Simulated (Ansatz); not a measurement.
Process, species as SMILES: [SiH4] (SiH4) → [SiH3] (SiH3) + H atom
B3LYP-D3(BJ)/def2-TZVP geometries, fixed; electronic energies without zero-point terms.

The bond dissociation energy at MP2 with Ansatz (a program for electronic structure), in kcal/mol, split into its Hartree-Fock and correlation parts. Cores are frozen. Open shells are unrestricted. No added dispersion term, no relativity. Functions are those of the species that has most.

| basis | X | functions | Hartree-Fock | MP2 |
|---|---|---|---|---|
| aug-cc-pV(D+d)Z | 2 | 68 | 75.22 | 89.60 |
| aug-cc-pV(T+d)Z | 3 | 147 | 75.99 | 93.06 |
| aug-cc-pV(Q+d)Z | 4 | 273 | 76.19 | 94.16 |

Worked estimate of the basis-set limit from each neighbouring pair, with Hartree-Fock from the larger set and the correlation part extrapolated as X^-3.
Correlation parts: X = 2: 14.38, X = 3: 17.07, X = 4: 17.97.
- (2,3): (27·(17.07) - 8·(14.38))/19 = 18.20; with Hartree-Fock 75.99 the estimate is 94.19 kcal/mol.
- (3,4): (64·(17.97) - 27·(17.07))/37 = 18.63; with Hartree-Fock 76.19 the estimate is 94.82 kcal/mol.
The last two estimates differ by 0.62 kcal/mol; the largest set lies 0.66 from the last. Over the last step Hartree-Fock moves by 0.20 and the correlation part by 0.90.
